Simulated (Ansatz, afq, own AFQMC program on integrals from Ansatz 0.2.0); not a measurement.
Integrals from Ansatz 0.2.0, then the random walk in our own AFQMC program (afq).

```yaml
crystal:
  periodic: [false, false, false]
  atoms:
    - {symbol: C, position_ang: [-1.938404, 0.000000, 0.000000]}
    - {symbol: H, position_ang: [-2.301610, 1.027301, 0.000000]}
    - {symbol: H, position_ang: [-2.301610, -0.513650, 0.889668]}
    - {symbol: H, position_ang: [-2.301610, -0.513650, -0.889669]}
    - {symbol: H, position_ang: [-0.689404, 0.000000, 0.000000]}
    - {symbol: Cl, position_ang: [0.872596, 0.000000, 0.000000]}
basis:
  gaussian: {orbitals: cc-pVTZ}
magnetization: {spin_polarized: true, initial_magnetization: 1}
correlation: {method: ccsd_t, electrons: outside_noble_gas, hamiltonian_folder: ham}
```

```sh
$ ansatz run in.yaml --threads 1 --pin off --events-out ev --progress --plain --max-ram 16896MiB --backend cuda --devices 0, --max-vram 18GiB
```

afq runs on the folder ham with

```
--method phaseless --trial cisd --walkers 600 --populations 10 --least-time 60 --time-step 0.005 --steps-per-block 50 --equilibration-blocks 28 --max-blocks 4000 --target-error 0.00023 --factor-cut 1e-05 --start spin_pure --seed 1321 --release-times 0.24,0.51,0.99,1.5 --release-step 0.03 --release-every 4 --taylor-order 6
```

Times are imaginary, in 1/Eh. The walk had a cap of 240 s. With eight or more populations the least sampling time is a fifth of least-time, and the error comes from their spread.

```
orbitals 114  electrons 8 7  factors 661 of 669
reference energy -499.66346751 Eh
CCSD correlation -0.41623645 Eh in 10 cycles, weight of the determinant in the CISD state 0.8575
energy of the start -500.077085 Eh
 block  time / (1/Eh)  mean weight  energy / Eh
     1     0.250  1.0006  -500.072037
     2     0.500  0.9991  -500.079319
     3     0.750  0.9998  -500.084706
     4     1.000  0.9997  -500.087451
     5     1.250  1.0004  -500.091365
    10     2.500  1.0006  -500.094029
    31     7.750  0.9996  -500.097059
    41    10.250  1.0003  -500.101531
    56    14.000  1.0004  -500.097308
    81    20.250  0.9999  -500.095516
   106    26.500  0.9999  -500.095642
   131    32.750  1.0004  -500.095638
   156    39.000  1.0006  -500.096012
   181    45.250  1.0006  -500.094421
   196    49.000  0.9994  -500.093033
   206    51.500  1.0010  -500.094151
   216    54.000  1.0002  -500.093039
error from the spread of 10 populations
released: time / (1/Eh)  energy / Eh  error  mean overlap
  0.24  -500.096068  0.000209  1.0004
  0.51  -500.096135  0.000204  0.9932
  0.99  -500.096402  0.000242  0.9917
  1.50  -500.096223  0.000581  0.9767
energy -500.095962 +/- 0.000212 Eh
(rows thinned)
```

(1) Estimate how long the walk took on 1 × NVIDIA H100 80GB HBM3 with 2 threads of AMD EPYC 7R13 Processor (Zen 3), with other jobs on the host (the card was shared).

The run passed its tests (sampling time, drift between the halves within three errors, error under three times the target), which doesn't prove that it has relaxed.

Against this walk (error 5.8 meV) on the same determinant: CCSD(T) 37.0 meV higher. The error is statistical and leaves out the bias of the constraint. Released to 0.99 1/Eh the energy moves by -12 ± 9 meV (both errors), within twice the noise.

Cautions: constraint bias not in the error.

## Answers

(1) 110 s of wall time.

A walk keeps the symmetry of its determinant, which the program's search chose and which needn't be the lowest solution, so a lower state of the same spin and another symmetry isn't excluded.
